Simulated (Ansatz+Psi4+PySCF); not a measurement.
A calculation with Psi4 1.11.

```
molecule {
1 2
C 0.001240 -0.008540 0.005050
O -0.008400 0.001170 1.173360
O 0.007560 0.005430 -1.175000
}

set basis cc-pVTZ
set reference rohf
set scf_type pk
energy('scf')
```

The input is written out from the run's settings.

The run gave:

```
Converged                                                          : yes
Total energy                                                       : -187.20897 hartree
Spin squared of the determinant                                    : 0.750
Occupied orbitals by symmetry in an Abelian subgroup (alpha; beta) : 9 Ap 2 App; 8 Ap 2 App
```

This is not the lowest solution: another run reaches a determinant 0.30 eV lower. Caution: an unrestricted determinant lies well below.
